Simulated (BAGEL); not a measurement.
# A workflow on SiNH5 (SMILES [SiH3]N)

We compute the energy (HF/6-31G*), then a single-point energy (NEVPT2(2,2)/6-31G*), then a single-point energy (CASPT2(2,2)/6-31G*) of SiNH5. 

Program for the calculation: BAGEL 1.2.2.

1 further run of the same task is left out (set aside as unsound or not needed).

## 1. The system as given

The species is SiNH5 (7 atoms), meant as a singlet with charge 0. As SMILES, `[SiH3]N`. The shape is that of a PBE0-D4/def2-TZVP optimisation.

Bond lengths: Si1–N2 1.720 Å, Si1–H3 1.486 Å, Si1–H4 1.486 Å, Si1–H5 1.494 Å, N2–H6 1.007 Å, N2–H7 1.007 Å. Angles: Si1–N2–H6 119.6°, Si1–N2–H7 119.6°, N2–Si1–H3 107.9°, N2–Si1–H4 107.9°, N2–Si1–H5 116.0°, H6–N2–H7 110.7°, H3–Si1–H4 110.5°, H3–Si1–H5 107.3°, H4–Si1–H5 107.3°.

## 2. The energy at HF/6-31G(d) (density fitting with svp-jkfit, spherical functions) (run 1)

File calc.json:

```json
{ "bagel" : [

{
  "title" : "molecule",
  "basis" : "6-31gs.json",
  "df_basis" : "svp-jkfit",
  "angstrom" : true,
  "geometry" : [
    { "atom" : "Si", "xyz" : [   -0.413010,   -0.292700,   -0.422350 ] },
    { "atom" : "N", "xyz" : [    0.611760,    0.348670,    0.801280 ] },
    { "atom" : "H", "xyz" : [   -0.018320,   -1.706330,   -0.653330 ] },
    { "atom" : "H", "xyz" : [   -1.813170,   -0.217090,    0.068940 ] },
    { "atom" : "H", "xyz" : [   -0.367930,    0.402730,   -1.743970 ] },
    { "atom" : "H", "xyz" : [    0.391580,    1.238230,    1.219480 ] },
    { "atom" : "H", "xyz" : [    1.609100,    0.226510,    0.729930 ] }
  ]
},
{
  "title" : "hf"
},
{
  "title" : "print",
  "file" : "orbitals.molden",
  "orbitals" : true
}

]}
```

The basis set 6-31G* is read from a file made from the Basis Set Exchange's data (not shown).

The run is started by

```console
BAGEL_NUM_THREADS=1 BAGEL calc.json > calc.out
```

The program printed:

```text
* using 1 threads per process

  ===============================================================
  ===============================================================

  *** Geometry ***

  { "atom" : "Si", "xyz" : [     -0.780476,     -0.553123,     -0.798126 ] },
  { "atom" : "N", "xyz" : [      1.156059,      0.658891,      1.514200 ] },
  { "atom" : "H", "xyz" : [     -0.034620,     -3.224496,     -1.234615 ] },
  { "atom" : "H", "xyz" : [     -3.426395,     -0.410241,      0.130278 ] },
  { "atom" : "H", "xyz" : [     -0.695287,      0.761049,     -3.295626 ] },
  { "atom" : "H", "xyz" : [      0.739979,      2.339916,      2.304483 ] },
  { "atom" : "H", "xyz" : [      3.040758,      0.428042,      1.379368 ] },

  Number of auxiliary basis functions:      295

  Since a DF basis is specified, we compute 2- and 3-index integrals:
    o Being stored without compression. Storage requirement is 0.004 GB

  Number of basis functions:       42
  Number of electrons      :       26

    * METHOD: MOLECULE                             0.07

  *** RHF ***

  === Nuclear Repulsion ===
    64.8398447588

      * DIIS with orbital gradients will be used.

  === RHF iteration (6-31gs.json) ===
      0       -346.14739380          0.03107265           0.01
      1       -346.24234431          0.01706904           0.01
      2       -346.28117241          0.00208473           0.01
[... 8 lines of this table left out ...]
     11       -346.28197139          0.00000000           0.01
    * SCF iteration converged.

    * Permanent dipole moment:
           (   -0.369549,    -0.417688,    -0.055860) a.u.

    * METHOD: HF                                   0.15

    * METHOD: PRINT                                0.01

  ===============================================================
```

It took 0.34 s on 1 thread of Arm Neoverse V1, shared host; peak memory 0.14 GiB.

## 3. A single-point energy at NEVPT2(2,2)/6-31G(d) (density fitting with svp-jkfit, spherical functions) (run 2)

File calc.json:

```json
{ "bagel": [

{
  "title": "molecule",
  "basis": "6-31gs.json",
  "df_basis": "svp-jkfit",
  "angstrom": "true",
  "geometry": [
    { "atom": "Si", "xyz": [   -0.413010,   -0.292700,   -0.422350 ] },
    { "atom": "N", "xyz": [    0.611760,    0.348670,    0.801280 ] },
    { "atom": "H", "xyz": [   -0.018320,   -1.706330,   -0.653330 ] },
    { "atom": "H", "xyz": [   -1.813170,   -0.217090,    0.068940 ] },
    { "atom": "H", "xyz": [   -0.367930,    0.402730,   -1.743970 ] },
    { "atom": "H", "xyz": [    0.391580,    1.238230,    1.219480 ] },
    { "atom": "H", "xyz": [    1.609100,    0.226510,    0.729930 ] }
  ]
},
{ "title": "hf" },
{ "title": "nevpt2", "nstate": 1, "nact": 2, "nclosed": 12, "active": [11, 16], "maxiter": 200, "natocc": "true", "ncore": 6 },
{ "title": "print", "file": "orbitals.molden", "orbitals": "true" }

]}
```

The basis set 6-31G* is read from a file made from the Basis Set Exchange's data (not shown).

The run is started by

```console
BAGEL_NUM_THREADS=1 BAGEL calc.json > calc.out
```

The program printed:

```text
* using 1 threads per process

  ===============================================================
  ===============================================================

  *** Geometry ***

[... 31 lines left out ...]
    * SCF iteration converged.
[... 1 line left out ...]
    * Permanent dipole moment:
[... 28 lines left out ...]
    * Second-order optimization converged. *
[... 9 lines left out ...]
     * ci vector, state   0, <S^2> = 0.0000
       2.     0.9955172836
       .2    -0.0945797969

  === DF-NEVPT2 calculation ===

    * 3-index integral transformation done
    * assembly done

      NEVPT2 correlation energy:   -0.2289008891      0.02

          (+0)     -0.2064664193
          (+0)'    -0.0025082308
          (+1)     -0.0056315572
          (+1)'    -0.0000000000
          (+2)     -0.0001654983
          (-1)     -0.0101697537
          (-1)'     0.0000000000
          (-2)     -0.0039594298

      NEVPT2 total energy:       -346.5244118317

    * METHOD: NEVPT2                               0.56

    * METHOD: PRINT                                0.01

  ===============================================================
```

Run time: 0.9 s. Hardware: 1 thread of Arm Neoverse V1, shared host; peak memory 0.14 GiB.

## 4. The energy at CASPT2(2,2)/6-31G(d) (density fitting with svp-jkfit, spherical functions) (run 3)

File input.json:

```json
{ "bagel" : [

{
  "title" : "molecule",
  "basis" : "6-31gs.json",
  "df_basis" : "svp-jkfit",
  "angstrom" : "true",
  "geometry" : [
    { "atom" : "Si", "xyz" : [      -0.413010,      -0.292700,      -0.422350 ] },
    { "atom" : "N", "xyz" : [       0.611760,       0.348670,       0.801280 ] },
    { "atom" : "H", "xyz" : [      -0.018320,      -1.706330,      -0.653330 ] },
    { "atom" : "H", "xyz" : [      -1.813170,      -0.217090,       0.068940 ] },
    { "atom" : "H", "xyz" : [      -0.367930,       0.402730,      -1.743970 ] },
    { "atom" : "H", "xyz" : [       0.391580,       1.238230,       1.219480 ] },
    { "atom" : "H", "xyz" : [       1.609100,       0.226510,       0.729930 ] }
  ]
},

{
  "title" : "hf"
},

{
  "title" : "casscf",
  "nstate" : 1,
  "nact" : 2,
  "nclosed" : 12,
  "active" : [11, 16],
  "maxiter" : 200,
  "natocc" : "true"
},

{
  "title" : "print",
  "file" : "orbitals.molden",
  "orbitals" : "true"
},

{
  "title" : "smith",
  "method" : "caspt2",
  "ms" : "true",
  "xms" : "true",
  "sssr" : "true",
  "shift" : 0.2,
  "shift_imag" : "true",
  "ncore" : 6
}

]}
```

The basis set 6-31G* is read from a file made from the Basis Set Exchange's data (not shown).

The run is started by

```console
BAGEL_NUM_THREADS=1 BAGEL input.json > input.out
```

The program printed:

```text
* using 1 threads per process

  ===============================================================
  ===============================================================

  *** Geometry ***

[... 33 lines left out ...]
    * Permanent dipole moment:
[... 37 lines left out ...]
     * ci vector, state   0, <S^2> = 0.0000
[... 21 lines left out ...]
       #      aibj      arbs      arbi      airj      risj      airs      arst      rist         Etot      error   time
[... 10 lines left out ...]
      ------------------------------------------------------------------------------------------------------------------

    * CASPT2 energy : state  0     -346.5284310733
        w/o shift correction       -346.5272258026
        reference weight              0.9266230811

    * METHOD: SMITH                                0.10

  ===============================================================
```

It took 0.96 s on 1 thread of Arm Neoverse V1, shared host; peak memory 0.14 GiB.

## 5. Outcome

| quantity | value |
| --- | --- |
| run 1, HF/6-31G*: total energy | -346.28197 Eh |
| run 1, HF/6-31G*: dipole moment | 1.42 D |
| run 1, HF/6-31G*: HOMO energy | -10.76 eV |
| run 1, HF/6-31G*: LUMO energy | 4.03 eV |
| run 1, HF/6-31G*: HOMO–LUMO gap | 14.79 eV |
| run 2, NEVPT2(2,2)/6-31G*: total energy | -346.52441 Eh |
| run 3, CASPT2(2,2)/6-31G*: total energy | -346.52843 Eh |
